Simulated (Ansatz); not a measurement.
Two isomers of C2H6N2O: A = `N=C(N)CO`, B = `NC(N)=CO`.

Program: Ansatz. Geometries: PBE0-D4/def2-TZVP. ΔE: electronic, gas phase. CBS: MP2 limit from def2 TZ/QZ plus the TZ coupled-cluster correction, frozen cores. Functionals use def2-TZVPP. B3LYP here is the variant with VWN-RPA as its local correlation; programs differ in this. One conformer a species, not always the lowest.

**Question.** Which is lower in electronic energy at CCSD(T)/CBS, and by how much? (Estimate.)

**Answer.** Ansatz gave: A, by 11.4 kcal/mol.

**Question.** Give E(B) − E(A) in kcal/mol with B3LYP, B3LYP-D4, MP2/def2-TZVPP, r2SCAN-D4, ωB97M-V, PBE0-D4, B2PLYP. (Best estimate.)

**Answer.** Computed: B3LYP 11.5, B3LYP-D4 11.5, MP2/def2-TZVPP 12.4, r2SCAN-D4 12.2, ωB97M-V 11.8, PBE0-D4 11.1, B2PLYP 12.2. None reverses the order clearly.

Largest T1 diagnostic: 0.013.

In def2-TZVPP, CCSD(T) changes the Hartree–Fock value by −1.4 kcal/mol (the triples alone add +0.1 kcal/mol) and MP2 by −1.3 kcal/mol.
